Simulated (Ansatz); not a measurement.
**Lithium, bcc under BLYP: from relaxation to bulk modulus**

What does BLYP give for lithium in the bcc structure? We relax it, solve it on a dense k-mesh, switch on spin-orbit coupling, then scale the cell to 7 volumes from 88 to 112 % of the relaxed one and try a fit of the equation of state. The k-meshes are 13×13×13 for the relaxation; 21×21×21 for the dense run; 13×13×13 for spin-orbit coupling; 21×21×21 for the volumes. The starting cell is the measured one, from the Crystallography Open Database.

Program: Ansatz 0.2.0. Level of theory: DFT BLYP, plane waves (420 eV) with PAW, scalar-relativistic; PBE-made PAW files. These are calculated values, not measurements.

## Step 1: Starting point

It takes space group Im-3m (No. 229, cubic). The conventional cell has a = 3.509 Å, b = 3.509 Å, c = 3.509 Å, α = 90.00°, β = 90.00°, γ = 90.00°. Around Li (site symmetry m-3m) lie 8 Li at 3.04 Å.

Structure file:

```cif
data_structure
_symmetry_space_group_name_H-M 'Im-3m'
_symmetry_Int_Tables_number 229
_cell_length_a 3.5093
_cell_length_b 3.5093
_cell_length_c 3.5093
_cell_angle_alpha 90.000
_cell_angle_beta 90.000
_cell_angle_gamma 90.000
_cell_volume 43.22
loop_
_atom_site_label
_atom_site_type_symbol
_atom_site_symmetry_multiplicity
_atom_site_Wyckoff_symbol
_atom_site_fract_x
_atom_site_fract_y
_atom_site_fract_z
_atom_site_occupancy
Li1 Li 2 a 0.00000 0.00000 0.00000 1
```

## Step 2: Geometry optimisation

File input.yaml:

```yaml
crystal:
  lattice:
    - [-1.75465, 1.75465, 1.75465]
    - [1.75465, -1.75465, 1.75465]
    - [1.75465, 1.75465, -1.75465]
  atoms:
    - { symbol: Li, position: [0.0, 0.0, 0.0] }
hamiltonian:
  xc: blyp
  pseudopotentials:
    kind: paw
    azcp:
      Li: "pseudopotentials/Li.paw.azcp"
basis:
  ecutwfc: 420
  fft_grid_basis: typed
kpoints:
  mp_grid: { grid: [13, 13, 13], shift: [0, 0, 0] }
magnetization:
  spin_polarized: false
scf:
  occupations: { method: fermi_dirac, width: 0.1 }
relax:
  max_steps: 60
  f_tol: 0.01
  cell: {}
```

After this run come: Dense single point; Spin-orbit coupling switched on; At 88 % of the relaxed volume; At 92 % of the relaxed volume; At 96 % of the relaxed volume; At 100 % of the relaxed volume; At 104 % of the relaxed volume; At 108 % of the relaxed volume; At 112 % of the relaxed volume.

Before running it: what results should come out? Wanted: space group; conventional cell; volume; shortest distance; gap on the mesh; V₀, B₀, B₀′.

As calculated:

| quantity | value |
| --- | --- |
| space group (spins left aside) | Im-3m (No. 229) |
| conventional cell | a = 3.422 Å |
| volume | 20.038 Å³/atom |
| shortest distance | 2.964 Å |
| against the measured volume | -7.3 % (21.609 Å³/atom) |
| gap on the mesh | none (levels filled in part) |
| V₀, B₀, B₀′ | 20.033 Å³/atom, 13.9 GPa, 3.4 |

**Reading.** Against experiment, BLYP misses the volume by -7.3 %. No gap shows: it is a metal or semimetal at this level. The total energy of the spin-orbit run (on a coarser mesh) lies 0 meV/atom from the scalar one; mesh and treatment of the core enter this figure, so it is no spin-orbit energy. The fitted modulus is 13.9 GPa, a soft solid.
